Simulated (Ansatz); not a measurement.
Take W in the bcc (W type) structure (space group Im-3m, No. 229; a = 3.154 Å) as the base.

Calculations: PBEsol, PAW, 420 eV (Ansatz, a quantum-chemistry and plane-wave program; no SOC), earlier PAW set.

The change: full substitution W → Cr, then cell and atoms are relaxed.

Measured lattice parameter a: W 3.16 Å (static lattice; corrected from measurement; as listed in Daniel Mejia-Rodriguez, S. B. Trickey, Phys. Rev. B (2018)); Cr 2.877 Å (static lattice; corrected from measurement; as listed in H. Levämäki et al., Physical Review B (2014)).

Q: How well does PBEsol reproduce the measured shift?

A: With PBEsol the lattice parameter a moves by -0.340 Å (3.154 → 2.814) against -0.283 Å measured.

Stability against distortions was not tested. Starting moments died away, wholly or in part, for W → Cr; another magnetic solution may exist. The final runs are not spin-polarised. Real Cr is antiferromagnetic at low temperature and ambient pressure, an order that this cell doesn't hold.
